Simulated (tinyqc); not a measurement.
Worked calculation (part 3 of 3): UHF in the sto-3g basis, for H3O+, spin multiplicity 1. Computed by tinyqc, a small Python program that keeps every step (integrals from PySCF). Command: `OMP_NUM_THREADS=1 python tinyqc.py 25653 25654 out.jsonl` (the two numbers bound the seeds that draw the settings). One thread of a shared host (Intel(R) Xeon(R) Processor @ 2.60GHz), about 0.2 s of CPU time with the checks.

Geometry (angstrom):
```
atom          x          y         z
O      0.000000   0.000000  0.101000
H      1.201000   0.000000  0.000000
H     -0.601000   1.040000  0.000000
H     -0.601000  -1.040000  0.000000
```

## Iteration 11 (converged): orbitals

converged F(alpha) (hartree), lower triangle:
```
             1O 1s      1O 2s     1O 2px     1O 2py     1O 2pz      2H 1s      3H 1s      4H 1s
1O 1s   -20.734225
1O 2s    -5.276979  -2.817300
1O 2px    0.000002   0.000007  -0.691773
1O 2py    0.000000   0.000000   0.000000  -0.691673
1O 2pz    0.005739   0.016640   0.000001   0.000000  -0.796025
2H 1s    -0.679797  -0.799705  -0.517946   0.000000   0.054458  -0.607917
3H 1s    -0.679536  -0.799484   0.259107  -0.448412   0.054439  -0.166633  -0.607812
4H 1s    -0.679536  -0.799484   0.259107   0.448412   0.054439  -0.166633  -0.166756  -0.607812
```

converged F(beta) (hartree), lower triangle:
```
             1O 1s      1O 2s     1O 2px     1O 2py     1O 2pz      2H 1s      3H 1s      4H 1s
1O 1s   -20.734225
1O 2s    -5.276979  -2.817300
1O 2px    0.000002   0.000007  -0.691773
1O 2py    0.000000   0.000000   0.000000  -0.691673
1O 2pz    0.005739   0.016640   0.000001   0.000000  -0.796025
2H 1s    -0.679797  -0.799705  -0.517946   0.000000   0.054458  -0.607917
3H 1s    -0.679536  -0.799484   0.259107  -0.448412   0.054439  -0.166633  -0.607812
4H 1s    -0.679536  -0.799484   0.259107   0.448412   0.054439  -0.166633  -0.166756  -0.607812
```

X:
```
                1          2          3          4          5          6          7          8
1O 1s   -0.417995   0.000133   0.000000   0.714346   0.587188   0.000000   0.000104   0.195638
1O 2s    1.099816  -0.000253   0.000000   0.004913   0.087745   0.000000   0.000126   0.486838
1O 2px   0.000158   0.862416   0.000000  -0.000085  -0.000068   0.000000   0.657824  -0.000072
1O 2py   0.000000   0.000000   0.862179   0.000000   0.000000   0.657969   0.000000   0.000000
1O 2pz  -0.069788   0.000010   0.000000  -0.649102   0.758225   0.000000  -0.000007  -0.032521
2H 1s   -0.480717  -0.811236   0.000000  -0.172062  -0.140113   0.000000   0.466106   0.316350
3H 1s   -0.480209   0.405841  -0.702674  -0.171985  -0.140042   0.403663  -0.233091   0.316373
4H 1s   -0.480209   0.405841   0.702674  -0.171985  -0.140042  -0.403663  -0.233091   0.316373
```

Diagonalise F' = X^T F X, C = X C', fill 5 alpha and 5 beta electrons from the bottom; D(s) = C_occ C_occ^T. Each column has its largest component positive (the first on a tie).

F' = X^T F X (alpha) (hartree), lower triangle:
```
           1          2          3           4          5          6          7          8
1  -1.109582
2   0.000441   0.137192
3   0.000000   0.000000   0.136946
4   2.826266  -0.001094   0.000000  -10.500374
5   2.335158  -0.000913   0.000000   -8.279167  -7.860466
6   0.000000   0.000000  -0.039657    0.000000   0.000000  -0.919563
7   0.000444  -0.039728   0.000000   -0.001923  -0.001640   0.000000  -0.919717
8   0.738195  -0.000328   0.000000   -4.841595  -4.135710   0.000000  -0.001036  -3.745197
```

orbital energies (alpha) (hartree): MO1 -20.742439, MO2 -1.600276, MO3 -0.921208, MO4 -0.921050, MO5 -0.798857, MO6 -0.074048, MO7 0.138432, MO8 0.138683

coefficients C (alpha):
```
              MO1        MO2        MO3        MO4        MO5        MO6        MO7        MO8
1O 1s    0.994442  -0.244010  -0.000009   0.000000  -0.016769  -0.139063   0.000000  -0.000008
1O 2s    0.023937   0.915083   0.000034   0.000000   0.082160   0.780788   0.000000   0.000063
1O 2px   0.000000  -0.000009   0.689710   0.000280   0.000006  -0.000091  -0.000205   0.837135
1O 2py   0.000000   0.000000  -0.000281   0.689801   0.000000   0.000000   0.836929   0.000205
1O 2pz  -0.000556  -0.022398  -0.000011   0.000000   0.994110  -0.115796   0.000000  -0.000012
2H 1s   -0.003553   0.098431   0.435319   0.000177  -0.039673  -0.607406   0.000203  -0.828277
3H 1s   -0.003552   0.098401  -0.217888   0.376971  -0.039660  -0.607213  -0.717403   0.413994
4H 1s   -0.003552   0.098401  -0.217581  -0.377148  -0.039660  -0.607214   0.717200   0.414345
```

F' = X^T F X (beta) (hartree), lower triangle:
```
           1          2          3           4          5          6          7          8
1  -1.109582
2   0.000441   0.137192
3   0.000000   0.000000   0.136946
4   2.826266  -0.001094   0.000000  -10.500374
5   2.335158  -0.000913   0.000000   -8.279167  -7.860466
6   0.000000   0.000000  -0.039657    0.000000   0.000000  -0.919563
7   0.000444  -0.039728   0.000000   -0.001923  -0.001640   0.000000  -0.919717
8   0.738195  -0.000328   0.000000   -4.841595  -4.135710   0.000000  -0.001036  -3.745197
```

orbital energies (beta) (hartree): MO1 -20.742439, MO2 -1.600276, MO3 -0.921208, MO4 -0.921050, MO5 -0.798857, MO6 -0.074048, MO7 0.138432, MO8 0.138683

coefficients C (beta):
```
              MO1        MO2        MO3        MO4        MO5        MO6        MO7        MO8
1O 1s    0.994442  -0.244010  -0.000009   0.000000  -0.016769  -0.139063   0.000000  -0.000008
1O 2s    0.023937   0.915083   0.000034   0.000000   0.082160   0.780788   0.000000   0.000063
1O 2px   0.000000  -0.000009   0.689710  -0.000280   0.000006  -0.000091   0.000205   0.837135
1O 2py   0.000000   0.000000   0.000281   0.689801   0.000000   0.000000   0.836929  -0.000205
1O 2pz  -0.000556  -0.022398  -0.000011   0.000000   0.994110  -0.115796   0.000000  -0.000012
2H 1s   -0.003553   0.098431   0.435319  -0.000177  -0.039673  -0.607406  -0.000203  -0.828277
3H 1s   -0.003552   0.098401  -0.217581   0.377148  -0.039660  -0.607214  -0.717200   0.414345
4H 1s   -0.003552   0.098401  -0.217888  -0.376971  -0.039660  -0.607213   0.717403   0.413994
```

D(alpha) after iteration 11, lower triangle:
```
            1O 1s     1O 2s     1O 2px     1O 2py     1O 2pz      2H 1s      3H 1s     4H 1s
1O 1s    1.048736
1O 2s   -0.200863  0.844700
1O 2px  -0.000004  0.000016   0.475699
1O 2py   0.000000  0.000000   0.000000   0.475826
1O 2pz  -0.011758  0.061167  -0.000001   0.000000   0.988757
2H 1s   -0.026890  0.086743   0.300243   0.000000  -0.041647   0.200778
3H 1s   -0.026876  0.086694  -0.150175   0.260096  -0.041626  -0.083512   0.200851
4H 1s   -0.026876  0.086694  -0.150175  -0.260096  -0.041626  -0.083512  -0.083497  0.200851
```

D(beta) after iteration 11, lower triangle:
```
            1O 1s     1O 2s     1O 2px     1O 2py     1O 2pz      2H 1s      3H 1s     4H 1s
1O 1s    1.048736
1O 2s   -0.200863  0.844700
1O 2px  -0.000004  0.000016   0.475699
1O 2py   0.000000  0.000000   0.000000   0.475826
1O 2pz  -0.011758  0.061167  -0.000001   0.000000   0.988757
2H 1s   -0.026890  0.086743   0.300243   0.000000  -0.041647   0.200778
3H 1s   -0.026876  0.086694  -0.150175   0.260096  -0.041626  -0.083512   0.200851
4H 1s   -0.026876  0.086694  -0.150175  -0.260096  -0.041626  -0.083512  -0.083497  0.200851
```

## Convergence

Stop when the energy changes by less than 1e-09 hartree and every element of the error matrix X^T (F D S - S D F) X (for each spin) is below 9e-06.

Course of the cycle:
```
iteration   E (hartree)     change  largest element of the error matrix
1          -74.85450427          -                             2.55e-01
2          -75.18002253  -3.26e-01                             1.07e-01
3          -75.21013637  -3.01e-02                             2.35e-02
4          -75.21585685  -5.72e-03                             1.30e-02
5          -75.21718853  -1.33e-03                             5.67e-03
6          -75.21749711  -3.09e-04                             4.56e-04
7          -75.21750026  -3.15e-06                             2.25e-04
8          -75.21750171  -1.45e-06                             5.44e-05
9          -75.21750181  -1.01e-07                             1.67e-05
10         -75.21750181  -4.00e-09                             6.77e-06
11         -75.21750181  -1.45e-10                             3.61e-07
```

PySCF UHF in the same basis, after a stability check = -75.21750181 hartree

Converged in 11 iterations.

## Populations, bond orders and dipole

overlap S, lower triangle:
```
           1O 1s     1O 2s     1O 2px     1O 2py     1O 2pz     2H 1s     3H 1s     4H 1s
1O 1s   1.000000
1O 2s   0.236704  1.000000
1O 2px  0.000000  0.000000   1.000000
1O 2py  0.000000  0.000000   0.000000   1.000000
1O 2pz  0.000000  0.000000   0.000000   0.000000   1.000000
2H 1s   0.029951  0.327919   0.299257   0.000000  -0.025167  1.000000
3H 1s   0.029939  0.327832  -0.149701   0.259050  -0.025158  0.104296  1.000000
4H 1s   0.029939  0.327832  -0.149701  -0.259050  -0.025158  0.104296  0.104397  1.000000
```

Mulliken: Z minus the diagonal of D S on the atom; Loewdin: the same with S^(1/2) D S^(1/2); Mayer order: 2 sum_s sum (D(s) S)_ij (D(s) S)_ji over the two atoms.

Charges (e):
```
atom   Mulliken    Loewdin  Mulliken spin
1O    -0.188423  -0.037147              0
2H     0.396210   0.345764              0
3H     0.396106   0.345691       1.27e-07
4H     0.396106   0.345691      -1.27e-07
```

Mayer bond orders:
```
pair     order
2-1   0.781698
3-1   0.781835
3-2   0.030660
4-1   0.781835
4-2   0.030660
4-3   0.030605
```

dipole moment about the origin, x y z (debye): -0.001525  0.000000  -0.268842

<S^2> of the determinant (pure state: 0) = 0.000000
